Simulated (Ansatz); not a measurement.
# C₂H₅Cl (singlet): from Hartree-Fock to the top rungs, cc-pV(D+d)Z

How much of the correlation energy of C₂H₅Cl (singlet) does each wave-function method recover here?

Computed with Ansatz 0.2.0, Gaussian basis. Level: cc-pV(D+d)Z, core rule «outside noble gas», up to 7 orbitals frozen.

Plan: UHF; CCSD(T) on RHF; BCCD(T) on RHF; CISD; CCSDT(Q) on RHF; CASSCF and MRCISD+Q, 8 electrons in 8 orbitals; CASSCF and NEVPT2, 8 electrons in 8 orbitals.

14 further runs of the same task are left out: 1 that didn't finish, 13 set aside as unsound or not needed.

## Step 1: The geometry

The geometry is an MP2(full)/6-31G* stationary point (not a proven minimum).

8 atoms, charge 0, spin multiplicity 1.

Atoms are counted from 1 here; the program's logs count them from 0.

Bond lengths: C1–C2 1.514 Å, C1–Cl3 1.789 Å, C1–H4 1.090 Å, C1–H5 1.090 Å, C2–H6 1.094 Å, C2–H7 1.091 Å, C2–H8 1.091 Å. Angles: C2–C1–Cl3 111.4°, C2–C1–H4 111.5°, C2–C1–H5 111.5°, Cl3–C1–H4 106.8°, Cl3–C1–H5 106.8°, H4–C1–H5 108.6°, C1–C2–H6 109.5°, C1–C2–H7 110.9°, C1–C2–H8 110.9°, H6–C2–H7 108.5°, H6–C2–H8 108.5°, H7–C2–H8 108.5°.

## Step 2: UHF

The input, in.yaml:

```yaml
crystal:
  periodic: [false, false, false]
  atoms:
    - {symbol: C, position_ang: [0.094654, 0.894570, 0.000000]}
    - {symbol: C, position_ang: [1.600481, 0.734766, 0.000000]}
    - {symbol: Cl, position_ang: [-0.728899, -0.693036, 0.000000]}
    - {symbol: H, position_ang: [-0.250325, 1.428583, 0.885248]}
    - {symbol: H, position_ang: [-0.250325, 1.428583, -0.885248]}
    - {symbol: H, position_ang: [2.071557, 1.721811, 0.000000]}
    - {symbol: H, position_ang: [1.933900, 0.191184, 0.885398]}
    - {symbol: H, position_ang: [1.933900, 0.191184, -0.885398]}
basis:
  gaussian: {orbitals: "cc-pV(D+d)Z.json"}
magnetization: {spin_polarized: true, initial_magnetization: 0}
hamiltonian: {xc: hf}
output: {orbitals: {seedname: orbitals}}
```

Started as:

```bash
$ ansatz run in.yaml --threads 1 --pin off --events-out ev --progress --plain --max-ram 4096MiB --backend cpu
```

The runs that follow: CCSD(T) on RHF; BCCD(T) on RHF; CISD; CCSDT(Q) on RHF; CASSCF and MRCISD+Q, 8 electrons in 8 orbitals; CASSCF and NEVPT2, 8 electrons in 8 orbitals.

**Question.** What will the summary of the whole plan be? Wanted: RCCSDT(Q) below the RHF energy; RMP2 from RCCSDT(Q); RCCSD from RCCSDT(Q); RCCSD(T) from RCCSDT(Q); NEVPT2 frontier from RCCSDT(Q); MRCISD+Q frontier from RCCSDT(Q); T1 diagnostic.

**Answer**, as computed:

| quantity | value |
| --- | --- |
| RCCSDT(Q) below the RHF energy | -13.3066 eV |
| RMP2 from RCCSDT(Q) | +1574.0 meV |
| RCCSD from RCCSDT(Q) | +383.1 meV |
| RCCSD(T) from RCCSDT(Q) | +42.9 meV |
| NEVPT2 frontier from RCCSDT(Q) | +1800.6 meV |
| MRCISD+Q frontier from RCCSDT(Q) | +192.2 meV |
| levels within 1 kcal/mol (43 meV) | RCCSD(T), BCCD(T), RCCSDT |
| T1 diagnostic | 0.007 |

**Reading.** RCCSD(T) misses by +42.9 meV, 0.3 % of the correlation energy. Of the multireference levels listed MRCISD+Q frontier comes nearest in total energy (+192.2 meV), which doesn't show that its space is the better one. These misses are within one basis, not against nature.
